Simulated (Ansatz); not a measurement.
Basis-set extrapolation for C3H8FN (`CNC(C)F`) (PBE0-D4/def2-TZVP geometry, frozen core, Ansatz 0.2.0). Multiplicity 1, RHF reference.

|  | def2-TZVPP | def2-QZVPP |
| --- | --- | --- |
| HF | -272.261307 | -272.273981 |
| MP2 correlation | -0.986508 | -1.059319 |
| CCSD(T) correlation | -1.064191 | not run |

Energies in hartree. Use E(X) = E(∞) + A·exp(−7.88·√X) for Hartree–Fock and E(X) = E(∞) + B·X^(−2.97) for correlation, with X = 3 and 4, and add CCSD(T) minus MP2 of the smaller set to the MP2 limit.

Problem. What is the CCSD(T) energy at the basis-set limit?

Solution. HF limit: -272.273981 + (-0.012674) × 0.13774 = -272.27573. MP2 limit: -1.059319 + (-0.072811) × 0.74074 = -1.11325. Higher-order term: -1.064191 − (-0.986508) = -0.07768. Total: -273.46666 hartree, 88.6 kcal/mol below CCSD(T)/def2-TZVPP.
